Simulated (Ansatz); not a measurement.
Basis-set extrapolation for `CC1(F)OCO1` (PBE0-D4/def2-TZVP geometry, frozen core, the Gaussian-basis code of Ansatz). Multiplicity 1, RHF reference.

```json
{"": "HF", "def2-TZVPP": "-365.809780", "def2-QZVPP": "-365.826107"}
{"": "MP2 correlation", "def2-TZVPP": "-1.207123", "def2-QZVPP": "-1.301000"}
{"": "CCSD(T) correlation", "def2-TZVPP": "-1.279448", "def2-QZVPP": "not run"}
```

Energies in hartree. Use E(X) = E(∞) + A·exp(−7.88·√X) for Hartree–Fock and E(X) = E(∞) + B·X^(−2.97) for correlation, with X = 3 and 4, and add CCSD(T) minus MP2 of the smaller set to the MP2 limit.

Problem. What is the CCSD(T) energy at the basis-set limit?

Solution. HF limit: -365.826107 + (-0.016327) × 0.13774 = -365.82836. MP2 limit: -1.301000 + (-0.093877) × 0.74074 = -1.37054. Higher-order term: -1.279448 − (-1.207123) = -0.07232. Total: -367.27122 hartree, 114.2 kcal/mol below CCSD(T)/def2-TZVPP.
